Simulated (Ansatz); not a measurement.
# SiP+ (triplet): wave-function methods side by side, cc-pVTZ

The task here is to estimate one member of a computed series from the others.

Method: cc-pVTZ, core rule «outside noble gas», up to 10 orbitals frozen; program: Ansatz 0.2.0, Gaussian basis.

To be run: UHF; CCSD(T) on ROHF; CCSD(T) on UHF; BCCD(T) on ROHF; CISD as a restricted active space (open shells left free, so some higher excitations enter); CCSDT(Q) on ROHF; CCSDT(Q) on UHF; CASSCF and MRCISD+Q, 8 electrons in 8 orbitals; CASSCF and NEVPT2, 8 electrons in 8 orbitals.

8 further runs of the same task are left out: 2 that didn't finish, 6 set aside as unsound or not needed. Runs told in other sessions of the task aren't counted.

## What is computed

The geometry is a PBE0/def2-TZVP stationary point (not a proven minimum) of the parent state, kept for this charge and spin.

2 atoms, charge 1, spin multiplicity 3.

Atoms are counted from 1 here; the program's logs count them from 0.

Bond lengths: Si1–P2 2.233 Å.

The first run:

Input file in.yaml:

```yaml
crystal:
  periodic: [false, false, false]
  atoms:
    - {symbol: Si, position_ang: [0.000000, 0.000000, 0.000000]}
    - {symbol: P, position_ang: [0.000000, 0.000000, 2.233000]}
basis:
  gaussian: {orbitals: cc-pVTZ}
total_charge: 1
magnetization: {spin_polarized: true, initial_magnetization: 2}
hamiltonian: {xc: hf}
output: {orbitals: {seedname: orbitals}}
```

Started as:

```console
$ ansatz run in.yaml --threads 1 --pin off --events-out ev --progress --plain --max-ram 2393MiB
```

Among the steps run: UHF; CCSD(T) on ROHF; CCSD(T) on UHF; BCCD(T) on ROHF; CISD as a restricted active space (open shells left free, so some higher excitations enter); CCSDT(Q) on ROHF; CCSDT(Q) on UHF; CASSCF and MRCISD+Q, 8 electrons in 8 orbitals; CASSCF and NEVPT2, 8 electrons in 8 orbitals.

One of the session's tables, all rows but one given; the rest of the session is left out.

```
          method  from UCCSDT(Q) (kJ/mol)
            ROHF                   +560.4
             UHF                   +546.5
            RMP2                   +120.3
            UMP2                   +124.8
            CISD                        ?
           RCCSD                    +33.5
           UCCSD                    +32.8
        RCCSD(T)                     +6.6
        UCCSD(T)                     +6.6
         BCCD(T)                     +6.6
          RCCSDT                     +1.9
          UCCSDT                     +1.8
       RCCSDT(Q)                     +0.2
       UCCSDT(Q)                        0
  CASSCF valence                   +408.1
  NEVPT2 valence                   +101.9
  MRCISD valence                    +38.9
MRCISD+Q valence                     +6.9
```

Q: Estimate the row for CISD from the others.

**Answer.** from UCCSDT(Q) (kJ/mol): +68.9. In the column «from UCCSDT(Q) (kJ/mol)» it lies between MRCISD valence (+38.9) and NEVPT2 valence (+101.9).

Caveats from the session: Restricted and unrestricted rows rest on different reference determinants; a gap between their highest levels can come from leftover correlation error, from unlike frozen cores or from another state.
